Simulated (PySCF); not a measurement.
Species: boron trihydride, BH₃.
SMILES: `B`

Computed with PBE0-D3(BJ)/def2-SVP geometry optimisation, gas phase (PySCF).

Take the most abundant isotopes and a rigid rotor. 

(1) What are A, B and C (MHz)?

(2) Classify the top.

(3) Is it planar, by Δ = Ic − Ia − Ib?

## Answers

(1) Ia = 2.20, Ib = 2.20, Ic = 4.40 u·Å²; 505379 MHz·u·Å²/I gives A = 229760, B = 229528, C = 114823 MHz.

(2) An oblate symmetric top, as the point group D3h requires two equal moments; the computed ones differ by 0.10 % because the geometry is symmetric only within the optimiser's tolerance. Ray's parameter κ = (2B − A − C)/(A − C) = 0.996; −1 is the prolate and +1 the oblate limit.

(3) Planar: Δ = Ic − Ia − Ib = 0.00 u·Å². For a rigid frame Δ = −2 Σ m c², so it vanishes when all atoms lie in the ab plane; here none is more than 0.01 Å from it.

The point group D3h allows no dipole (computed: 0.00 D), so a rigid rotor has no electric-dipole lines.

PBE0-D3(BJ)/def2-SVP frequencies: not computed here. These are rigid-rotor constants of the computed structure; measured ground-state constants (B0) also hold zero-point vibration.

Hardware: one thread, Arm Neoverse V1, on a shared host. Cost: 1.1 s of wall time. This is the geometry optimisation.
